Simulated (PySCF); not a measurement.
Method: PBE0-D3(BJ)/def2-TZVP // PBE0-D3(BJ)/def2-SVP (PySCF). All species are isolated molecules in the gas phase. 

Reference species (SMILES): `N` (neutral, multiplicity 1).

```json
{
 "HOMO–LUMO gap": "8.71 eV"
}
```

Changed species: `O` (free base H2O; the reference has free base NH3).

**Question.** Predict the effect on the HOMO–LUMO gap.

**Answer.** the HOMO–LUMO gap rises by 1.02 eV, to 9.73 eV.
